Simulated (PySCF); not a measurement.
Compound: methylketene, C3H4O.
SMILES with atom numbers: `[CH3:1][CH:2]=[C:3]=[O:4]` (hydrogens: H5, H6, H7 on C1; H8 on C2)

The same species was optimised twice, with GFN2-xTB and with PBE0-D3(BJ)/def2-SVP (PySCF), and the same property calculations (PySCF, gas phase) were run on both structures.

| coordinate | GFN2-xTB | PBE0-D3(BJ)/def2-SVP | change |
| --- | --- | --- | --- |
| C2=C3 (Å) | 1.292 | 1.317 | +0.025 |
| C2–H8 (Å) | 1.078 | 1.095 | +0.017 |
| C1–H5 (Å) | 1.086 | 1.099 | +0.013 |
| C1–H6 (Å) | 1.089 | 1.102 | +0.013 |
| C1–H7 (Å) | 1.089 | 1.101 | +0.012 |
| C3=O4 (Å) | 1.166 | 1.164 | -0.002 |
| C1–C2 (Å) | 1.505 | 1.503 | -0.002 |
| C1–C2–H8 (°) | 117.4 | 120.6 | +3.2 |
| C3–C2–H8 (°) | 118.0 | 115.0 | -3.0 |
| C2–C1–H6 (°) | 110.2 | 111.5 | +1.3 |
| H5–C1–H7 (°) | 108.7 | 107.5 | -1.2 |
| H5–C1–H6 (°) | 108.8 | 107.6 | -1.2 |
| C2–C1–H5 (°) | 110.7 | 111.6 | +0.9 |
| C2–C1–H7 (°) | 110.2 | 110.9 | +0.7 |
| H6–C1–H7 (°) | 108.2 | 107.6 | -0.6 |

Rotational constants: A = 40855, B = 4502, C = 4160 MHz (GFN2-xTB) against A = 40029, B = 4445, C = 4105 MHz (PBE0-D3(BJ)/def2-SVP).

On the GFN2-xTB structure: lowest singlet, TDDFT (eV) 3.63 [wB97X-D/def2-SVPD]; lowest triplet, Tamm–Dancoff (eV) 3.31 [wB97X-D/def2-SVPD]; isotropic polarisability (au) 39.7 [wB97X-D/def2-SVPD]; HOMO (eV) -8.56 [wB97X-D/def2-SVPD]; LUMO (eV) 0.91 [wB97X-D/def2-SVPD]; dipole (D) 2.10 [wB97X-D/def2-SVPD]; HOMO (eV) -6.67 [PBE0/pcSseg-1]; LUMO (eV) -0.88 [PBE0/pcSseg-1]; dipole (D) 1.98 [PBE0/pcSseg-1]; GIAO shielding of C1 (ppm) 179.8 [PBE0/pcSseg-1]; GIAO shielding of C2 (ppm) 174.7 [PBE0/pcSseg-1]; GIAO shielding of C3 (ppm) -17.9 [PBE0/pcSseg-1]; GIAO shielding of O4 (ppm) -49.0 [PBE0/pcSseg-1].

**Question.** What do these properties become on the PBE0-D3(BJ)/def2-SVP structure?

**Answer.** 
| property | level | on GFN2-xTB | on PBE0-D3(BJ)/def2-SVP | change |
| --- | --- | --- | --- | --- |
| lowest singlet, TDDFT (eV) | wB97X-D/def2-SVPD | 3.63 | 3.59 | -0.04 |
| lowest triplet, Tamm–Dancoff (eV) | wB97X-D/def2-SVPD | 3.31 | 3.27 | -0.04 |
| isotropic polarisability (au) | wB97X-D/def2-SVPD | 39.7 | 40.4 | +0.7 |
| HOMO (eV) | wB97X-D/def2-SVPD | -8.56 | -8.50 | +0.06 |
| LUMO (eV) | wB97X-D/def2-SVPD | 0.91 | 0.91 | 0.00 |
| dipole (D) | wB97X-D/def2-SVPD | 2.10 | 1.96 | -0.14 |
| energy, GFN2-xTB geometry as zero (kcal/mol) | wB97X-D/def2-SVPD | 0.0 | -0.8 | -0.8 |
| HOMO (eV) | PBE0/pcSseg-1 | -6.67 | -6.61 | +0.06 |
| LUMO (eV) | PBE0/pcSseg-1 | -0.88 | -0.88 | 0.00 |
| dipole (D) | PBE0/pcSseg-1 | 1.98 | 1.85 | -0.13 |
| energy, GFN2-xTB geometry as zero (kcal/mol) | PBE0/pcSseg-1 | 0.0 | -0.4 | -0.4 |
| GIAO shielding of C1 (ppm) | PBE0/pcSseg-1 | 179.8 | 178.2 | -1.6 |
| GIAO shielding of C2 (ppm) | PBE0/pcSseg-1 | 174.7 | 173.1 | -1.6 |
| GIAO shielding of C3 (ppm) | PBE0/pcSseg-1 | -17.9 | -20.5 | -2.6 |
| GIAO shielding of O4 (ppm) | PBE0/pcSseg-1 | -49.0 | -54.3 | -5.3 |

The heavy atoms differ by 0.011 Å rms after alignment. Among all bonds C2=C3 changes most (+0.025 Å). Changes are differences of the printed values. Neither structure is proved a minimum here.

Note: wB97X-D ran without an empirical dispersion term, which enters the total energy and its gradient alone.
